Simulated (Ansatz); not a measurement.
Geometry optimisation, Ansatz 0.2.0, RKS revPBE-D4/6-31G*.

input.yaml

```yaml
crystal:
  periodic: [false, false, false]
  atoms:
    - { symbol: S, position_ang: [0.03026, -2.0557, 1.27378] }
    - { symbol: C, position_ang: [-0.21195, -0.83112, 0.18523] }
    - { symbol: C, position_ang: [0.39277, 0.41568, 0.32393] }
    - { symbol: S, position_ang: [0.22936, 1.72937, -0.70031] }
    - { symbol: H, position_ang: [-0.86923, -1.01443, -0.66054] }
    - { symbol: H, position_ang: [1.04503, 0.58964, 1.17303] }
    - { symbol: H, position_ang: [-0.61624, 1.16656, -1.59512] }
total_charge: 1
basis:
  gaussian: { orbitals: "6-31G*" }
hamiltonian:
  xc: revpbe
  dispersion: d4
relax:
  f_tol: 0.015
  max_steps: 40
output:
  orbitals: {}
```

Launched with:

```bash
$ ansatz run input.yaml --threads 1 --pin off --max-ram 2048MiB --backend cpu --events-out ev --progress --plain --runs-dir out
```

Where does it end, and by what steps?

It converged. Limits of this set-up: the dipole of an ion depends on the origin. After 6 steps the energy has fallen by 0.067 eV; C2 moved furthest, 0.04 Å.

```
step  energy less start (eV)  largest force component (eV/Å)  accepted
   0                  0.0000                           1.772       yes
   1                 -0.0532                           0.902       yes
   2                 -0.0632                           0.210       yes
   3                 -0.0641                           0.188       yes
   4                 -0.0630                           0.157        no
   5                 -0.0670                           0.026       yes
   6                 -0.0670                           0.004       yes
```

```xyz
7
Properties=species:S:1:pos:R:3
S 0.039 -2.046 1.300
C -0.230 -0.868 0.178
C 0.401 0.425 0.324
S 0.233 1.749 -0.696
H -0.886 -1.029 -0.693
H 1.063 0.595 1.185
H -0.620 1.175 -1.598
```

Whether the end is a true minimum wasn't checked by a vibrational analysis.

Run time: 16 s on 1 thread of Arm Neoverse V2 (shared host), peak memory 0.13 GiB.
